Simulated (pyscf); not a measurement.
Elementary routes open to [HN=Si–F]• + H₂ in the gas phase (doublet surface):
A. H₂N–Si:–F [singlet] + H• (H–H broken; H–N formed)
B. [HN=SiH]• + HF (F–Si, H–H broken; H–Si, F–H formed)

Structures and frequencies: ωB97X-D3(BJ)/def2-SVP in PySCF.

**Question.** Rank the routes by free-energy barrier at 1200 K, lowest first, for ωB97M-D3(BJ)/def2-TZVP energies (ideal gas, 1 atm, RRHO with modes under 100 cm⁻¹ raised to 100, one conformer, R ln 2 for chiral ones without a mode under 150 cm⁻¹).

**Answer.** A (41.0 kcal/mol), B (77.6 kcal/mol)

Route A is the fastest of these, ahead of the next by 36.6 kcal/mol. The most stable products are those of A (ΔG = +0.2 kcal/mol), so kinetics and thermodynamics agree. At 298 K A is still the fastest. B: On the product side the descent ends in a complex, 7.9 kcal/mol under the separated species and 23.4 kcal/mol under the saddle at ωB97X-D3(BJ)/def2-TZVP. Only these routes are compared; each barrier is that of the saddle found, and lower ones may exist.
